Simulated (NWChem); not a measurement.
Excited singlets of formaldehyde (CH2O) by symmetry

SMILES: C=O
```xyz
4

C      0.0000     0.0000     0.5228
O      0.0000     0.0000    -0.6733
H     -0.9444     0.0000     1.1247
H      0.9444     0.0000     1.1247
```
Charge 0, spin multiplicity 1.

All runs are NWChem calculations. The geometry was optimised at PBE0/def2-SVP, a minimum by its harmonic frequencies.

Basis set: def2-SVPD. Symmetry labels belong to the abelian group C2v used in the runs, with the axes of the coordinates shown. Entries are the lowest vertical excitation energy of each symmetry in eV (for CIS and TDDFT among the lowest few roots); a state of one symmetry need not have the same character in every method. Symmetries that some method's roots don't reach, or where a double excitation leads the EOM-CCSD root, are left out.

The correlated methods keep 2 core orbitals frozen. B3LYP has NWChem's definition, with VWN1-RPA local correlation. No row is a measurement; the coupled-cluster row has its own basis-set and correlation limits.

```csv
method,a2,b1,a1
CIS,4.66,9.10,9.99
TD-PBE,3.90,6.55,8.16
TD-B3LYP,4.02,7.14,8.73
TDA-BHandHLYP,4.23,8.00,9.62
EOM-CCSD,4.14,7.59,9.22
```
